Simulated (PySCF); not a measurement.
**How methods differ on the electron affinity of Si**

Si⁻ [Ne] 3s2 3p3 (4S) → Si [Ne] 3s2 3p2 (3P), as a difference of total energies. Computed with PySCF 2.14 in dyall-av3z, with scalar relativity by spin-free X2C-1e. Correlated levels: valence: [Ne] frozen; virtual orbitals above 40 to 60 times the deepest correlated orbital energy dropped. The calculations carry no spin-orbit coupling.

```
           method  electron affinity (eV)
              UHF                   0.843
    MP2 (valence)                   1.379
SCS-MP2 (valence)                   1.197
   CCSD (valence)                   1.318
CCSD(T) (valence)                   1.378
```

Q: How much does correlation contribute at CCSD(T) (valence)?

A: 1.378 − (0.843) = 0.535 eV, measured against UHF.

A first-order spin-orbit estimate (lowest level to lowest level, LS coupling) adds -0.016 eV.

Errors of the correlated levels include the incompleteness of this basis and the frozen core.

For comparison: 1.390 eV (measured; photodetachment measurements, as compiled on the Wikipedia data page of electron affinities).
